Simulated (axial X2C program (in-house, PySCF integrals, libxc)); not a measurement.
Low determinants of BN⁻ at the PBE0 level, 2c

All values were computed with an in-house all-electron X2C program for linear molecules (integrals from PySCF). Two-component (2c) means X2C with spin–orbit coupling and atomic mean-field two-electron Coulomb and Gaunt terms. Basis: N dyall-av3z [7s7p3d2f], B dyall-av3z [8s7p3d2f] (cores contracted in-house); Gaussian nuclei, density fitting, unrestricted open shells. Masses: N 14.003 u, B 11.009 u.

Search at 1.275 Å (vertical energies from the lowest determinant):

| ΔE (eV) | state | electrons beyond evenly filled partner blocks | electrons in ±ω = 1/2, 3/2, 5/2, 7/2 |
| --- | --- | --- | --- |
| 0.00 | Ω = 1/2 | ω = 1/2 | 11 2 0 0 |
| 0.99 | Ω = 3/2 | ω = 3/2 | 12 1 0 0 |
| 3.55 | Ω = 7/2 | ω = 1/2, 2 × ω = 3/2 | 11 2 0 0 |
| 3.56 | Ω = 3/2 | ω = 3/2 | 10 3 0 0 |
| 3.62 | Ω = 5/2 | 2 × ω = 1/2, ω = 3/2 | 12 1 0 0 |
| 3.77 | Ω = 1/2 | 2 × ω = -1/2, ω = 3/2 | 12 1 0 0 |
| 3.77 | Ω = 3/2 | 3 × ω = 1/2 | 11 2 0 0 |

Lowest determinant, Ω = 1/2 (⟨Sz⟩ = 0.50, ⟨Lz⟩ = 0.00 at PBE0): Re = 1.273 Å, ωe = 1741.2 cm⁻¹.

The determinant in row 2 of the search, Ω = 3/2 (⟨Sz⟩ = 0.50, ⟨Lz⟩ = 1.00 at PBE0), was followed along the bond at PBE0; measured from the minimum of the lowest determinant it gives:

Te = 0.846 eV (6822 cm⁻¹), Re = 1.345 Å, ωe = 1486.4 cm⁻¹.

Task: Compare the bond of the determinant in row 2 with that of the lowest one.

Result: At PBE0 its Re is 0.072 Å longer and its force constant, which goes as ωe², is 0.73 times that of the lowest determinant. T0 ≈ Te + Δωe/2 = 6822 + (-127) = 6695 cm⁻¹.

The search compares states at one distance, so a state with another bond length can lie lower; it is not exhaustive and yields mostly the lowest determinant of each block pattern, so other components and higher states of one pattern are missing. These are energies of single determinants, not of spin-adapted states; PBE0 term energies can be off by some tenths of an eV, and the functional has no current term. For an anion, determinants above electron detachment are held by the basis set.
